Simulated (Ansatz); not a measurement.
A made-up structure of CH3MgO, doublet:

C1  (0.513, -0.476, 0.392)
Mg2  (-0.810, 0.758, -0.618)
O3  (-2.010, 1.864, -1.534)
H4  (0.072, -1.457, 0.590)
H5  (1.429, -0.640, -0.184)
H6  (0.258, -0.572, -0.398)
(Å)

It is relaxed with PBE-D4/def2-SVP and then PBE0-D4/def2-TZVP (Ansatz 0.2.0). Atoms count as bonded within 1.22 times the sum of their covalent radii (H–H: 0.88 Å). The end point is not checked to be a true minimum.

Q: Does its bonding change? (A judgement: the text doesn't fix the answer.)

A: By the calculation: Yes. Formed: none; broken: Mg2–H6.

Where it ends: The first stage lowers the energy by 4.59 eV in 10 steps. It ends as CH₃MgO ([CH3][Mg][O]):
C1  (0.408, -0.666, -0.051)
Mg2  (-0.882, 0.830, -0.675)
O3  (-2.047, 2.181, -1.238)
H4  (0.044, -1.158, 0.856)
H5  (1.404, -0.271, 0.170)
H6  (0.526, -1.439, -0.816)
(Å)

Labels in which every atom is bracketed show which atoms are joined, not bond orders.

For scale, one of the runs: PBE0-D4/def2-TZVP relaxation, 112 basis functions, launched by `ansatz run in.yaml --threads 2 --pin off --events-out ev --progress --plain --max-ram 4352MiB`. Hardware: 2 CPU threads of an Arm Neoverse V2, shared host. Wall time about 2.1 min.
